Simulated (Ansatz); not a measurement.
## hcp Hf

Method: PBE in Ansatz (plane waves, PAW).

Numerical settings: plane-wave cutoff 520 eV, 16×16×10 k mesh (along the axes of the cell as run), Fermi–Dirac smearing 0.1 eV, perturbation theory, force constants from a 4×4×2 q mesh, scalar-relativistic PAW data made under PBE.

Cell: relaxed at this level.

| Item | Result |
|---|---|
| zero-point energy | 0.019 eV/atom |

Spin–orbit coupling is not included.

Ansatz is an electronic-structure program.
